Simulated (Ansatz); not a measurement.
Run this with Ansatz's Python interface and show what comes out.

Script `cf_composite.py`:
```python
import itertools

import ansatz as az
from ase.data import atomic_numbers, covalent_radii
import numpy as np

geometry_ang = [
    ("C", (0.0, 0.0, 0.0)),
    ("F", (0.0, 0.0, 1.425)),
]
system = az.Crystal.molecule()
for symbol, xyz in geometry_ang:
    system = system.atom(symbol, xyz)

model = (
    system.calculation()
    .basis(gaussian="def2-SVP")
    .functional("b3lyp")
    .charge(-1)
    .spin("collinear", total=2)
)
symbols = [site.symbol for site in system.cartesian_sites]
start = np.array([site.position_ang for site in system.cartesian_sites], dtype=float)
summary = model.relax(force_tolerance=0.01).run(threads=1, pin="off").report
end = np.array(summary["positions_ang"])
radius = [covalent_radii[atomic_numbers[s]] for s in symbols]
span = lambda where, i, j: np.linalg.norm(where[i] - where[j])
bonded = [(i, j) for i, j in itertools.combinations(range(len(symbols)), 2) if min(span(start, i, j), span(end, i, j)) < 1.2 * (radius[i] + radius[j])]
print("pair        before    after (A)")
for i, j in bonded:
    print(f"{symbols[i]}{i}-{symbols[j]}{j}".ljust(10), f"{span(start, i, j):8.4f} {span(end, i, j):8.4f}")

minimum = az.Crystal.molecule()
for symbol, place in zip(symbols, end):
    minimum = minimum.atom(symbol, place.tolist())
at_minimum = minimum.calculation().charge(-1).spin("collinear", total=2)
level = lambda method, basis: at_minimum.basis(gaussian=basis).correlation(method).run(threads=1, pin="off").report
small, large, cluster = level("mp2", "cc-pVDZ"), level("mp2", "cc-pVTZ"), level("ccsd_t", "cc-pVDZ")
corr = lambda each: (each["free_energy_ev"] - each["reference_energy_ev"]) / 27.211386246
mp2_limit = (27 * corr(large) - 8 * corr(small)) / 19
pieces = {"HF / cc-pVTZ": large["reference_energy_ev"] / 27.211386246, "MP2 correlation, DZ-TZ limit": mp2_limit, "CCSD(T) - MP2 / cc-pVDZ": corr(cluster) - corr(small)}
for name, value in pieces.items():
    print(f"{name:32s} {value:14.6f} Ha")
print(f"{'sum':32s} {sum(pieces.values()):14.6f} Ha")
print("T1 diagnostic", round(cluster["correlation"]["coupled_cluster"]["t1_diagnostic"], 4))
```

```console
$ python cf_composite.py
pair        before    after (A)
C0-F1        1.4250   1.4469
HF / cc-pVTZ                        -137.209285 Ha
MP2 correlation, DZ-TZ limit          -0.403595 Ha
CCSD(T) - MP2 / cc-pVDZ               -0.022166 Ha
sum                                 -137.635046 Ha
T1 diagnostic 0.018
```

These settings explore the input space; basis and method may be short of convergence. The sum leaves out core correlation, relativity, the Hartree-Fock basis error and zero-point energy; a DZ-TZ extrapolation is rough. The run takes the species as open-shell (spin multiplicity 3), which needn't be its ground state. b3lyp holds the VWN-RPA fit, as in Gaussian; the form of ORCA and Turbomole is b3lyp5. Inner cores stay frozen, so this is valence correlation. The spin state was assumed, and another may lie lower. Anions want diffuse functions, which this basis lacks. Hardware and time: 3.6 s on 1 thread of Arm Neoverse V1 (shared host), peak memory 0.17 GiB.
